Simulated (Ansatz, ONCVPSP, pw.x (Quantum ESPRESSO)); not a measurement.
## boron (B): does the ONCV potential hold in the solid?

ONCVPSP 4.0.1 input, shortened (lines: element, Z, core and valence counts, functional; n l f; lmax; l rc ep ncon nbas qcut; lloc lpopt rc5 dvloc0; l nproj debl; icmod fcfact rcfact), LDA (Perdew-Wang 92), scalar-relativistic:

```
  B 5.00    1    1  -001012      upf
    1    0    2.00
    2    0    1.00
    1
    0    1.25    0.00    5   10    5.80
    1    1.25    0.03    4    9    6.20
    1    5    1.25    0.00
    0    2    1.80
    1    0    1.70
    3    5.75    1.15
```

In the p channel the program set the typed energies aside and used 0.050 Ha.

Atomic tests: cutoffs needed: 14 Ha and 18 Ha (the cutoffs (Ha) at which the residual kinetic energy of the hardest occupied pseudo-wave falls to 1 and 0.1 mHa per electron); ghost test: no bound ghost flagged; no localised positive-energy state flagged; largest excitation error: -294 meV (all-electron minus pseudo) for 2s1 2p2, out of 4 test configurations.

Crystal test: bcc B in pw.x 7.5, no spin, 18³ k-points, Fermi–Dirac smearing 0.01 Ry, cutoffs 50/200 Ry. The reference is all-electron LAPW (Ansatz 0.2.0) with the same functional, mesh and smearing; V0 and B0 come from Birch–Murnaghan fits to the pressures at five volumes. Errors are pseudo minus all-electron; Δ is the rms difference of the E(V) curves that follow from these fits, minima aligned, over ±6 % about the mean V0. Mesh and smearing are coarse, so the numbers serve the comparison and aren't converged zero-temperature values; the lattice is a test structure that the element need not adopt.

All-electron: a0 = 2.281 Å (V0 = 5.93 Å³/atom), B0 = 251.5 GPa.

Task: How far does the potential miss the all-electron equation of state?

Result: mean pressure error (GPa): +18.52. The pressure does not cross zero within the volumes sampled, so no fit is given. This is a poor potential for the solid.

| V (Å³/atom) | P all-electron (GPa) | P pseudo (GPa) |
| --- | --- | --- |
| 5.642 | 14.08 | 34.24 |
| 5.791 | 6.50 | 25.71 |
| 5.939 | -0.20 | 18.19 |
| 6.087 | -6.10 | 11.62 |
| 6.236 | -11.26 | 5.87 |

Task: At the middle volume, how do free energy and pressure move when the wave cutoff is lowered (ecutrho kept at four times it)?

Result:

```
cutoff (Ry)  shift of F (meV/atom)  shift of P (GPa)
         22                 +753.0            -29.06
         30                 +188.4            -16.16
         40                  +20.0             -3.95
```

Input at the middle volume:

```
&control
  calculation='scf', prefix='x', pseudo_dir='./', outdir='./tmp', tstress=.true., disk_io='none'
/
&system
  ibrav=0, nat=1, ntyp=1, ecutwfc=50, ecutrho=200, nbnd=8,
  occupations='smearing', smearing='fd', degauss=0.01
/
&electrons
  conv_thr=1e-09, mixing_beta=0.4, electron_maxstep=70
/
ATOMIC_SPECIES
B 1.0 B.UPF
CELL_PARAMETERS angstrom
  -1.14082171 1.14082171 1.14082171
  1.14082171 -1.14082171 1.14082171
  1.14082171 1.14082171 -1.14082171
ATOMIC_POSITIONS crystal
B 0.0000 0.0000 0.0000
K_POINTS automatic
18 18 18 0 0 0
```

```bash
pw.x < B.scf.in > B.scf.out
```

Lines of the output:

```
Message from routine setup:
     using ibrav=0 with symmetry is DISCOURAGED, use correct ibrav instead
     lattice parameter (alat)  =       3.7340  a.u.
     unit-cell volume          =      40.0784 (a.u.)^3
     number of electrons       =         3.00
     number of Kohn-Sham states=            8
     kinetic-energy cutoff     =      50.0000  Ry
     charge density cutoff     =     200.0000  Ry
     scf convergence threshold =      1.0E-09
     Exchange-correlation= SLA  PW   NOGX NOGC
     number of k points=   195  Fermi-Dirac smearing, width (Ry)=  0.0100
     iteration #  1     ecut=    50.00 Ry     beta= 0.40
     total energy              =      -5.68428450 Ry
     estimated scf accuracy    <       0.01819269 Ry
     iteration #  2     ecut=    50.00 Ry     beta= 0.40
     total energy              =      -5.68350648 Ry
     estimated scf accuracy    <       0.00592776 Ry
     iteration #  3     ecut=    50.00 Ry     beta= 0.40
     total energy              =      -5.68367400 Ry
     estimated scf accuracy    <       0.00000730 Ry
     iteration #  4     ecut=    50.00 Ry     beta= 0.40
     total energy              =      -5.68367574 Ry
     estimated scf accuracy    <          9.3E-09 Ry
     iteration #  5     ecut=    50.00 Ry     beta= 0.40
     the Fermi energy is    14.2448 ev
!    total energy              =      -5.68367575 Ry
     estimated scf accuracy    <          9.8E-10 Ry
     smearing contrib. (-TS)   =      -0.00101667 Ry
     The total energy is F=E-TS. E is the sum of the following terms:
     one-electron contribution =       4.26305095 Ry
     hartree contribution      =       0.01756827 Ry
     xc contribution           =      -2.36691396 Ry
     ewald contribution        =      -7.59636435 Ry
     convergence has been achieved in   5 iterations
          total   stress  (Ry/bohr**3)                   (kbar)     P=      181.92
     Message from routine punch:
     Nothing written, as per user request (disk_io='none')
```

The run at the middle volume (195 k-points, 5 iterations) took about 2.3 s on one core of a shared host (AMD EPYC 9R45 96-Core Processor, 96 threads, 376 GiB, load 19).
